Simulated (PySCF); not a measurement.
Tetracarbon chain, C₄ (triplet state).
Geometry (PBE0-D3(BJ)/def2-SVP, Å), atoms numbered from 1 in this order:
```
atom  x, y, z in Å
C1    -1.9271    0.3011   -0.4156
C2    -0.6340    0.1001   -0.2868
C3     0.6391   -0.0977   -0.1601
C4     1.9322   -0.2988   -0.0313
```

As a line formula: `[C]=C=C=[C]` (tetracarbon chain) [triplet].

Level of theory: PySCF 2.14.0, UKS B3LYP, IGLO-III on C, non-relativistic, mean-field spin-orbit, GIAO. Spin–spin part from the singly occupied natural orbitals, spin–orbit part to second order with van Wüllen's prefactor. Isolated species at its PBE0-D3(BJ)/def2-SVP geometry, gas phase. The SCF solution wasn't tested for stability.

Task: What zero-field splitting does the calculation give?

Result: D = +0.323 cm⁻¹ and E = 0.000 cm⁻¹, with E given the sign of D (E/D = 0.00; 0 is axial, 1/3 the rhombic limit). Point group D∞h requires E = 0. Diagonalised alone, the spin–spin tensor gives D = +0.215, E = 0.000 and the spin–orbit tensor D = +0.108, E = 0.000 cm⁻¹; in size the spin–spin D is 2 times the other. Largest spin populations (Mulliken): C4 (+0.77), C1 (+0.77), C2 (+0.23) and C3 (+0.23). Four atoms exceed +0.15.

Task: Express D in other units.

Result: D = +9.69 GHz = +345.7 mT (with g_iso = 2.0027) = +0.465 K = +40.1 μeV.

Task: What are the three sublevel energies at zero field and the gaps between them?

Result: With H = D(Sz² − 2/3) + E(Sx² − Sy²): Tz at -0.215 cm⁻¹, Tx at +0.108 cm⁻¹, Ty at +0.108 cm⁻¹. The gaps are |D| − |E| = 9.69 GHz, |D| + |E| = 9.69 GHz and 2|E| = 0.00 GHz.

Task: How are these sublevels filled in thermal equilibrium at 2 K and zero field?

Result: kT = 1.39 cm⁻¹, so the Boltzmann shares are Tz 38.7 %, Tx 30.7 %, Ty 30.7 %.

Task: Where do the strong lines fall at 94.106 GHz with the field along each axis of D (isotropic g = 2.0027, hyperfine left aside, microwave field at right angles)?

Result: From exact diagonalisation up to 9100 mT, keeping lines above a fifth of the strength of a high-field Δm = ±1 line:

```
field along  resonance fields (mT)
          x             3180, 3526
          y             3180, 3526
          z             3012, 3703
```

Without D the line would be at 3357 mT. The microwave quantum is 3.139 cm⁻¹, against |D| + |E| = 0.323 cm⁻¹; each axis gives a pair, one line on either side of the centre.

Natural occupations around the open shell: 1.993, 1.000, 1.000, 0.007. The unrestricted determinant has ⟨S²⟩ = 2.0311 (exact 2.0000), so spin contamination is small.

Principal g values: 2.0022, 2.0030, 2.0030.
